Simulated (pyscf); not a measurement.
NH₃ (SMILES N) + H₂N–Al(NH₂)–OH (SMILES [NH2][Al]([NH2])[OH]) -> H₂N–Al(NH₂)–NH₂ (SMILES [NH2][Al]([NH2])[NH2]) + H₂O (SMILES O) (four-centre exchange; singlet surface; H–N, Al–O broken, Al–N, H–O formed). Single points on ωB97X-D3(BJ)/def2-SVP structures (PySCF, gas phase). Energies in eV from the separated reactants.

| level | barrier | reaction energy |
|---|---|---|
| ωB97X-D3(BJ)/def2-TZVP | -0.04 | +0.55 |
| B3LYP-D3(BJ)/def2-TZVP | 0.01 | +0.58 |
| PBE0-D3(BJ)/def2-TZVP | -0.11 | +0.55 |
| M06-2X/def2-TZVP | ? | ? |
| ωB97M-D3(BJ)/def2-TZVP | ? | +0.57 |
| HF/def2-TZVP | 0.58 | +0.62 |

Task: What belongs in the gaps?

Result: 
- M06-2X/def2-TZVP, barrier: -0.08
- M06-2X/def2-TZVP, reaction energy: +0.56
- ωB97M-D3(BJ)/def2-TZVP, barrier: 0.00

On the reactant side the descent ends in an adduct with a Al–N contact, 1.13 eV under the separated species and 1.09 eV under the saddle at ωB97X-D3(BJ)/def2-TZVP. On the product side the descent ends in an adduct with a Al–O contact, 0.70 eV under the separated species and 0.10 eV under the saddle at ωB97X-D3(BJ)/def2-TZVP. At ωB97X-D3(BJ), PBE0-D3(BJ), M06-2X the saddle lies under the separated reactants, which points to a path from their complex (located at ωB97X-D3(BJ) alone). At ωB97X-D3(BJ), B3LYP-D3(BJ), PBE0-D3(BJ), M06-2X, ωB97M-D3(BJ), HF the saddle lies under the separated products, which points to a path from their complex (located at ωB97X-D3(BJ) alone), and parting the products costs more than the saddle. What is counted as formed (Al–N) is already present as a longer contact in the reactant adduct; forming that adduct is a step of its own. What is counted as broken (Al–O) persists as a longer contact in the product adduct; parting that adduct is a step of its own. One saddle was located; it need not be the lowest between these sides.
